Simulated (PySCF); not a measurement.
Species: HLi.
Z-matrix (Å and degrees, B3LYP/def2-TZVP geometry), rows numbered from 1:
```
Li
H   1  1.5907
```

Theory: PySCF, B3LYP/def2-TZVP geometry optimisation, gas phase.

Masses are those of the commonest isotopes; rigid-rotor values at the optimised geometry. 

Problem. What are the moment of inertia and the rotational constant?

Solution. I = 2.230 u·Å², B = 505379 MHz·u·Å²/I = 226634 MHz (7.5597 cm⁻¹, or 10.877 K as hB/k). For two atoms I = μr² with μ = 0.8812 u and r = 1.5907 Å.

Problem. List the first levels of a rigid rotor in a Σ state.

Solution. E(J) = BJ(J+1): J = 1: 15.119, J = 2: 45.358, J = 3: 90.716, J = 4: 151.194, J = 5: 226.791, J = 6: 317.508 cm⁻¹.

Problem. Where do the first rotational lines fall?

Solution. The dipole is 5.72 D; J+1 ← J lies at 2B(J+1): 1 ← 0 at 453.27 GHz, 2 ← 1 at 906.54 GHz, 3 ← 2 at 1359.81 GHz, 4 ← 3 at 1813.07 GHz, 5 ← 4 at 2266.34 GHz, 6 ← 5 at 2719.61 GHz.

Problem. Estimate the classical rotational partition function at 100 K, 298.15 K and 500 K.

Solution. Point group C∞v, symmetry number σ = 1; q = kT/(σhB), k/h = 20836.6 MHz/K: 9.2 at 100 K, 27.4 at 298.15 K, 46.0 at 500 K.

Not checked by B3LYP/def2-TZVP frequencies. No vibrational averaging or centrifugal distortion is included, and the geometry carries the error of its method.

Hardware: Arm Neoverse V2, one thread, shared host with 32 logical CPUs at a one-minute load of 6.6. Cost: 0.52 s of wall time, 0.22 GiB resident at most. These figures are those of the optimisation.
